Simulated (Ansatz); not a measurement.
## A computed series for SiC: pressure series

Consider SiC in the zinc blende structure (space group F-43m, No. 216).

```
CELL_PARAMETERS angstrom
      0.00000     2.18988     2.18988
      2.18988     0.00000     2.18988
      2.18988     2.18988     0.00000
ATOMIC_POSITIONS crystal
  C  0.75000 0.75000 0.75000
  Si 0.00000 0.00000 0.00000
```

Cell and atoms are relaxed at each pressure.

All numbers come from DFT with PBE, PAW potentials and a 420 eV plane-wave cutoff in Ansatz (a program for electronic structure), no SOC.

```
pressure (GPa)  volume per atom (Å³/atom)
--------------  -------------------------
-2                                 10.602
-1                                 10.551
0                                  10.502
0.9                                     ?
2.1                                10.401
4.5                                10.291
9                                  10.098
22.5                                9.607
30                                  9.377
```

Problem. Fit the third-order Birch–Murnaghan form P(V) = (3B₀/2)[(V₀/V)^(7/3) − (V₀/V)^(5/3)]·[1 + (3/4)(B₀′ − 4)((V₀/V)^(2/3) − 1)] (squares taken in P) to the rows shown and predict the withheld row.

Solution. Least squares on the printed values gives V₀ = 10.502 Å³/atom, B₀ = 213 GPa, B₀′ = 3.8; this predicts 10.458 Å³/atom, and the run gives 10.458 Å³/atom, in agreement.

Measured bulk modulus of SiC: 229.1 GPa (static lattice; corrected from measurement; as listed in Daniel Mejia-Rodriguez, S. B. Trickey, Phys. Rev. B (2018)); the computed value is 7 % below it.

Load acts through the strain it causes; cell and atoms are relaxed under it. Stability against distortions was not tested. No other phases were tried under pressure.
